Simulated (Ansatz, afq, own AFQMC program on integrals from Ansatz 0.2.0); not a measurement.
## SiH₂, singlet: AFQMC among the cluster methods

```xyz
3

Si    0.0000   -0.0813    0.0000
H     0.0000    1.1323   -1.2393
H     0.0000    1.1323    1.2393
```

Basis cc-pVDZ. Noble-gas cores (and the filled d shells of Ga–Kr and In–Xe) are frozen. Integrals, coupled cluster, full CI and functionals: Ansatz 0.2.0; the random walks run on the same integrals in our own AFQMC program. ph-AFQMC/CISD is guided by a CISD state made of CCSD amplitudes; releasing the constraint for a short imaginary time cuts its bias at the price of noise, slowly where states lie close. Free AFQMC starts from the CCSD state and is never constrained. Its projection time is finite, and what remains of the start isn't in its error. Uncertainties: one standard error, sampling alone.

Determinant: UHF, the one that the program's search chose, which needn't be the lowest solution. The geometry is a point of a scan.

Full CI on the same integrals is exact in this basis and with this determinant's frozen core.

Cautions: an unrestricted solution with more broken spin lies lower (52 meV, ⟨S²⟩ 0.30), while this determinant keeps restricted orbitals.

- T1 diagnostic: 0.0164
- weight of the determinant in the CISD state: 0.901
- ⟨S²⟩ of the determinant: 0.000
- size of the correlated space: 6 electrons in 23 orbitals

| level | correlation energy (eV) |
| --- | --- |
| MP2 | -2.4356 |
| CCSD | -3.2625 |
| CCSD(T) | -3.3351 |

(1) Estimate where AFQMC with the constraint released lies against CCSD(T) on the same integrals.

(1) 23.4 ± 1.2 meV below CCSD(T).

Reference: full CI, correlation energy -3.359 eV. The released energy is read at 2.40 1/Eh (meV from the phaseless value at times in 1/Eh: -3.1 ± 1.8 at 0.24, -4.8 ± 1.1 at 0.51, -5.2 ± 1.2 at 0.99, -5.4 ± 1.1 at 1.62, -7.8 ± 1.2 at 2.40).

```csv
level,E − E(reference) (meV),share of correlation (%)
CCSD(T),23.4,99.30
CCSDT,3.3,99.90
CCSDT(Q),0.6,99.98
CCSDTQ,0.0,100.00
ph-AFQMC/HF,-23.0 ± 18.7,100.68
ph-AFQMC/CISD,7.8 ± 1.3,99.77
released AFQMC,0.0 ± 1.2,100.00
free AFQMC,0.0 ± 1.2,100.00
```

CCSDT and higher add their correlation energy to the determinant of the CCSD(T) run, since their own runs factorise the integrals more tightly (a shift of under 2 meV). Free projections are given only where their last times agree within the noise and don't stop above the reference; a slow remainder of the start can still hide under it. A walk keeps the symmetry of its determinant, which the program's search chose and which needn't be the lowest solution, so a lower state of the same spin and another symmetry isn't excluded. Released energies are given only where the last usable release times agree within the noise; a slower fall can still hide under it.
